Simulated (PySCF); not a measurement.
# Orbital picture of Na2

CAM-B3LYP at R = 3.085 Å; Na jorge-DZP-DKH; spin-free X2C with a Gaussian nucleus (PySCF 2.14). State: ¹Σg⁺ (singlet), closed shell. Only the outer orbitals are listed.

```tsv
orbital	occ.	ε (eV)	main shells (%)
σg	2	-33.22	100 p
πu	2	-33.19	100 p
πu	2	-33.19	100 p
πg	2	-33.18	100 p
πg	2	-33.18	100 p
σu	2	-33.16	100 p
σg	2	-4.39	95 s
σu	0	-0.76	83 p, 15 s
πu	0	0.12	100 p
πu	0	0.12	100 p
```

**Question.** Which are the highest filled and the lowest empty level, where do they sit, and how wide is the gap?

**Answer.** Highest filled σg at -4.39 eV (in %: 95 s); lowest empty σu at -0.76 eV (in %: 83 p, 15 s); the gap at CAM-B3LYP is 3.63 eV.

```json
{"bond order (Mayer)": "1.00", "⟨S²⟩": "0.000", "polarisability along the bond": "317.2 bohr³", "polarisability across the bond": "181.8 bohr³"}
```

Closed-shell solutions of metal pairs were not tested for spin polarisation, which can lower them a little.
